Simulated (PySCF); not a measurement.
This PySCF input (B3LYP/6-311++G(3df,3pd)) gives -291.91926 Eh with 119 basis functions.

```python
import numpy as np, basis_set_exchange as bse
from pyscf import gto, scf, dft, df

basis = {'H': gto.basis.parse(bse.get_basis('6-311++G(3df,3pd)', elements=['H'], fmt='nwchem')), 'Si': gto.basis.parse(bse.get_basis('6-311++G(3df,3pd)', elements=['Si'], fmt='nwchem'))}
mol = gto.M(
    atom='''
    Si   -0.00000000   -0.00000000    0.00000000
    H     0.87559489    0.85467525    0.83309847
    H    -0.82219976   -0.86546541    0.87529791
    H    -0.88619780    0.85452031   -0.82197187
    H     0.83280267   -0.84373015   -0.88642451
    ''',
    basis=basis,
    charge=0,
    verbose=4,
    max_memory=8640,
)
mf = dft.RKS(mol, xc='b3lyp')
mf.grids.level = 3
mf = mf.density_fit(auxbasis=df.autoaux(mol))
mf.conv_tol = 1e-9
mf.max_cycle = 100
print('smallest overlap eigenvalue', np.linalg.eigvalsh(mol.intor('int1e_ovlp'))[0])
mf.kernel()
dip = mf.dip_moment()
```

Change:
```diff
- basis = {'H': gto.basis.parse(bse.get_basis('6-311++G(3df,3pd)', elements=['H'], fmt='nwchem')), 'Si': gto.basis.parse(bse.get_basis('6-311++G(3df,3pd)', elements=['Si'], fmt='nwchem'))}
+ basis = {'H': gto.basis.parse(bse.get_basis('aug-pcseg-1', elements=['H'], fmt='nwchem')), 'Si': gto.basis.parse(bse.get_basis('aug-pcseg-1', elements=['Si'], fmt='nwchem'))}
```

Problem. What does the run give now?

Solution. -291.89405 Eh (B3LYP/aug-pcseg-1, 63 functions), a change of +25.21 mEh.
